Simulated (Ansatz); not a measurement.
BLi (charge -1): a scan of the bond length, run with the Python package of Ansatz (0.2.0).

`scan_bli.py`
```python
# -*- coding: utf-8 -*-
import ansatz as az
from ase.data import atomic_masses, atomic_numbers
import numpy as np

config = {
    "basis": "cc-pVDZ",
    "functional": "pbe0",
    "net_charge": -1,
}


def main():
    geometry_ang = [
        ("Li", (0.0, 0.0, 0.0)),
        ("B", (0.0, 0.0, 2.2)),
    ]
    bli = az.Crystal.molecule()
    for symbol, xyz in geometry_ang:
        bli = bli.atom(symbol, xyz)

    symbols = [site.symbol for site in bli.cartesian_sites]
    start = np.array([site.position_ang for site in bli.cartesian_sites])
    axis = (start[1] - start[0]) / np.linalg.norm(start[1] - start[0])
    moving = [1]
    lengths, energies = [1.936, 2.024, 2.112, 2.2, 2.288, 2.376, 2.464, 2.596], []
    for length in lengths:
        xyz = start.copy()
        xyz[moving] += (length - np.linalg.norm(start[1] - start[0])) * axis
        point = az.Crystal.molecule()
        for symbol, place in zip(symbols, xyz):
            point = point.atom(symbol, place.tolist())
        base = (
            point.calculation()
            .basis(gaussian=config["basis"])
            .functional(config["functional"])
            .charge(config["net_charge"])
            .spin("collinear", total=1)
        )
        report = base.run(threads=1, backend="cpu").report
        energies.append(report["free_energy_ev"])
        print(f"r = {length:6.3f} A  E = {energies[-1]:.5f} eV  <S^2> = {abs(report['mean_field']['state']['spin_squared']):.3f}")

    fit = np.polynomial.Polynomial.fit(lengths, np.array(energies) - min(energies), 4).convert()
    roots = [r.real for r in fit.deriv().roots() if abs(r.imag) < 1e-9 and fit.deriv(2)(r.real) > 0]
    r_e = min(roots, key=lambda r: abs(r - lengths[int(np.argmin(energies))]))
    print(f"minimum of the fit at {r_e:.4f} A, force constant {fit.deriv(2)(r_e):.2f} eV/A^2")
    m1, m2 = (atomic_masses[atomic_numbers[s]] for s in symbols)
    mu = m1 * m2 / (m1 + m2)
    print(f"harmonic wavenumber {521.4709 * np.sqrt(fit.deriv(2)(r_e) / mu):.0f} 1/cm, rotational constant {16.857629 / (mu * r_e ** 2):.4f} 1/cm")


if __name__ == "__main__":
    main()
```

From its runs, with one value withheld:

| r (Å) | E less the lowest row shown (eV) |
| --- | --- |
| 2.024 | 0.1551 |
| 2.112 | ? |
| 2.200 | 0.0188 |
| 2.288 | 0.0000 |
| 2.376 | 0.0027 |
| 2.464 | 0.0211 |
| 2.596 | 0.0686 |

What is the missing energy at 2.112 Å?

A cubic in 1/r through the 6 rows shown, E = 1.4048 +5.6187/r -48.7123/r² +65.2143/r³ (eV, Å), gives 0.0669 eV at 2.112 Å. The run gave 0.0671 eV, a miss of 0.1 meV.

Reading the output:
- The basis set is modest, and single-reference methods fail as a bond breaks.
- The species is open-shell (spin multiplicity 2).
- The expectation value of S² is noticeably off S(S+1) in at least one run, so that state is spin-contaminated.
- For an odd-electron ion, approximate functionals spread the charge over both fragments and lower the stretched end too much.
- The spin state was assumed, and another may lie lower.
- Anions want diffuse functions, which this basis lacks.
- Run time: 38 s on 1 thread of Arm Neoverse V1, with other jobs on the host, peak memory 0.15 GiB.
